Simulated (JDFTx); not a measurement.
System: phosphine, PH3 (SMILES P), charge 0, multiplicity 1; geometry: optimised with GFN2-xTB in vacuum (no frequencies checked; largest PBE force component 1.5 eV/Å). Z-matrix (Å, degrees):
```
P
H 1 1.3868
H 1 1.3868 2 92.26
H 1 1.3868 2 92.26 3 -92.37
```

Computed with JDFTx (a modified build): PBE, GBRV ultrasoft potentials, plane waves to 20/100 Ha. Liquid: CANDLE, water, 1 M KCl. The liquid run sits in a periodic box with 3.75 Å from the outermost atoms to the faces; the vacuum run is isolated. The box matters at about 0.01 eV. The solvation energy is E(in liquid) − E(vacuum) at fixed geometry, with no thermal, conformational or standard-state terms added.

The values are those of the intact species: the continuum can't coordinate to it or react with it.

solvation energy: 0.03 eV
part: cavitation term of the fluid: 0.31 eV
part: dispersion term of the fluid: -0.23 eV
part: electrostatic term of the fluid: -0.06 eV
part: distortion of the solute's electrons: 0.01 eV
dipole moment in vacuum: 0.61 D
dipole moment in the liquid: 0.93 D
highest occupied level in vacuum (zero: vacuum level): -6.75 eV
highest occupied level in the liquid (zero: bulk electrolyte): -6.55 eV
volume of the model's cavity: 145.4 Å³
rough cost, vacuum and liquid run: 3 min and 2 min of core time
